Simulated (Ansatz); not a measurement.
# H₂O (triplet): the correlation ladder at distance H1–H2 along a hydrogen transfer = 0.811 Å, cc-pVDZ

Aim: climb from Hartree-Fock through coupled cluster and multireference methods for H₂O (triplet) at one geometry and basis, and see what each rung misses.

Computed with Ansatz 0.2.0, Gaussian basis. Level: cc-pVDZ, core rule «outside noble gas», up to 1 orbitals frozen.

The runs, in order: UHF; CCSD(T) on ROHF; CCSD(T) on UHF; BCCD(T) on ROHF; CISD; CCSDT(Q) on ROHF; CCSDT(Q) on UHF; CCSDTQ on ROHF; CCSDTQ on UHF; CASSCF and MRCISD+Q, 4 electrons in 4 orbitals; CASSCF and NEVPT2, 4 electrons in 4 orbitals; CASSCF and MRCISD+Q, 8 electrons in 6 orbitals; CASSCF and NEVPT2, 8 electrons in 6 orbitals; Full CI.

**1. The system**

The geometry derives from fragments relaxed apart (PBE0/def2-TZVP) and kept rigid, so it is no stationary point. A hydrogen atom is moved between rigid fragments.

3 atoms, charge 0, spin multiplicity 3.

Atoms are counted from 1 here; the program's logs count them from 0.

Bond lengths: H1–H2 0.811 Å, H2–O3 1.155 Å. Angles: H1–H2–O3 180.0°.

As a file:

| atom | x (Å) | y (Å) | z (Å) |
| --- | --- | --- | --- |
| H1 | 0.0000 | 0.0000 | -0.9257 |
| H2 | 0.0000 | 0.0000 | -0.1147 |
| O3 | 0.0000 | 0.0000 | 1.0403 |

**2. UHF**

File in.yaml:

```yaml
crystal:
  periodic: [false, false, false]
  atoms:
    - {symbol: H, position_ang: [0.000000, 0.000000, -0.925667]}
    - {symbol: H, position_ang: [0.000000, 0.000000, -0.114667]}
    - {symbol: O, position_ang: [0.000000, 0.000000, 1.040333]}
basis:
  gaussian: {orbitals: cc-pVDZ}
magnetization: {spin_polarized: true, initial_magnetization: 2}
hamiltonian: {xc: hf}
output: {orbitals: {seedname: orbitals}}
```

The run is started by

```sh
$ ansatz run in.yaml --threads 1 --pin off --events-out ev --progress --plain --max-ram 2816MiB --backend cpu
```

After this run come: CCSD(T) on ROHF; CCSD(T) on UHF; BCCD(T) on ROHF; CISD; CCSDT(Q) on ROHF; CCSDT(Q) on UHF; CCSDTQ on ROHF; CCSDTQ on UHF; CASSCF and MRCISD+Q, 4 electrons in 4 orbitals; CASSCF and NEVPT2, 4 electrons in 4 orbitals; CASSCF and MRCISD+Q, 8 electrons in 6 orbitals; CASSCF and NEVPT2, 8 electrons in 6 orbitals; Full CI.

**Question.** What will the summary of the whole plan be? Wanted: FCI below the RHF energy; RMP2 from FCI; UMP2 from FCI; RCCSD from FCI; RCCSD(T) from FCI; UCCSD(T) from FCI; RCCSDT(Q) from FCI; UCCSDT(Q) from FCI; NEVPT2 pair from FCI.

The runs gave:

```
                         quantity                                                                                                                 value
         FCI below the RHF energy                                                                                                            -5.1882 eV
                    RMP2 from FCI                                                                                                       +15.46 kcal/mol
                    UMP2 from FCI                                                                                                       +16.03 kcal/mol
                   RCCSD from FCI                                                                                                        +1.85 kcal/mol
                RCCSD(T) from FCI                                                                                                        +0.35 kcal/mol
                UCCSD(T) from FCI                                                                                                        +0.31 kcal/mol
               RCCSDT(Q) from FCI                                                                                                         0.00 kcal/mol
               UCCSDT(Q) from FCI                                                                                                        -0.02 kcal/mol
             NEVPT2 pair from FCI                                                                                                       +12.38 kcal/mol
           MRCISD+Q pair from FCI                                                                                                        +0.41 kcal/mol
          NEVPT2 valence from FCI                                                                                                       +17.49 kcal/mol
levels within 1 kcal/mol (43 meV)  RCCSD(T), UCCSD(T), BCCD(T), RCCSDT, UCCSDT, RCCSDT(Q), UCCSDT(Q), RCCSDTQ, UCCSDTQ, MRCISD+Q pair, MRCISD+Q valence
                    T1 diagnostic                                                                                                                 0.033
   effectively unpaired electrons                                                                                                                  2.02
```

What this shows: RCCSD(T) misses by +0.35 kcal/mol, 0.3 % of the correlation energy. One determinant dominates. Of the multireference levels listed MRCISD+Q valence comes nearest in total energy (+0.30 kcal/mol), which doesn't show that its space is the better one. These misses are within one basis, not against nature; the frozen cores of restricted and unrestricted runs differ, which can shift their rows.
